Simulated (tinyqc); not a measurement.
Inside a calculation. Method: Pariser-Parr-Pople SCF with singles CI, for the molecule Fc1cnc[cH-]1 (SMILES; centres numbered as the heavy atoms are written). One step of it, computed by the program tinyqc.

Problem. Iteration 3: Fock matrix. F_rr = H_rr + P_rr gamma_rr / 2 + sum_(s != r) P_ss gamma_rs; F_rs = H_rs - P_rs gamma_rs / 2; E = tr P (H + F) / 2 + core repulsion sum_(r<s) z_r z_s gamma_rs.

P after iteration 2, order 1F, 2C, 3C, 4N, 5C, 6C:
$$\begin{pmatrix}
1.921296 & 0.237872 & -0.175762 & 0.060147 & 0.061708 & -0.172367 \\
0.237872 & 1.145238 & 0.651844 & -0.226960 & -0.215238 & 0.622160 \\
-0.175762 & 0.651844 & 1.217048 & 0.595956 & -0.311850 & -0.188909 \\
0.060147 & -0.226960 & 0.595956 & 1.310102 & 0.649253 & -0.259423 \\
0.061708 & -0.215238 & -0.311850 & 0.649253 & 1.147918 & 0.636410 \\
-0.172367 & 0.622160 & -0.188909 & -0.259423 & 0.636410 & 1.258398
\end{pmatrix}$$

core matrix H (eV), order 1F, 2C, 3C, 4N, 5C, 6C:
$$\begin{pmatrix}
-66.301822 & -1.950000 & 0.000000 & 0.000000 & 0.000000 & 0.000000 \\
-1.950000 & -54.760381 & -2.220000 & 0.000000 & 0.000000 & -2.220000 \\
0.000000 & -2.220000 & -48.359414 & -2.330000 & 0.000000 & 0.000000 \\
0.000000 & 0.000000 & -2.330000 & -48.472706 & -2.330000 & 0.000000 \\
0.000000 & 0.000000 & 0.000000 & -2.330000 & -45.207749 & -2.220000 \\
0.000000 & -2.220000 & 0.000000 & 0.000000 & -2.220000 & -48.251324
\end{pmatrix}$$

repulsion gamma_rs (eV), order 1F, 2C, 3C, 4N, 5C, 6C:
$$\begin{pmatrix}
21.400000 & 8.693146 & 5.438981 & 3.869081 & 3.861633 & 5.438981 \\
8.693146 & 11.130000 & 7.552804 & 5.587911 & 5.520570 & 7.552804 \\
5.438981 & 7.552804 & 11.130000 & 7.730255 & 5.519866 & 5.518526 \\
3.869081 & 5.587911 & 7.730255 & 12.300000 & 7.729197 & 5.587182 \\
3.861633 & 5.520570 & 5.519866 & 7.729197 & 11.130000 & 7.554850 \\
5.438981 & 7.552804 & 5.518526 & 5.587182 & 7.554850 & 11.130000
\end{pmatrix}$$

Centres (angstrom, eV; a flat drawing with bonds scaled to 1.40 angstrom):
```
centre          x          y  core charge z          W   gamma_rr
1F       2.159000   0.000000              2  39.000000  21.400000
2C       0.759000   0.000000              1  11.160000  11.130000
3C      -0.064000   1.133000              1  11.160000  11.130000
4N      -1.395000   0.700000              1  14.100000  12.300000
5C      -1.395000  -0.700000              1  11.160000  11.130000
6C      -0.064000  -1.133000              1  11.160000  11.130000
```

Give: F; pi energy.

Solution.

F (eV), order 1F, 2C, 3C, 4N, 5C, 6C:
$$\begin{pmatrix}
-12.823 & -2.984 & 0.478 & -0.116 & -0.119 & 0.469 \\
-2.984 & 0.669 & -4.682 & 0.634 & 0.594 & -4.570 \\
0.478 & -4.682 & 0.921 & -4.633 & 0.861 & 0.521 \\
-0.116 & 0.634 & -4.633 & -1.271 & -4.839 & 0.725 \\
-0.119 & 0.594 & 0.861 & -4.839 & 1.273 & -4.624 \\
0.469 & -4.570 & 0.521 & 0.725 & -4.624 & 0.560
\end{pmatrix}$$

pi energy = -127.265 eV
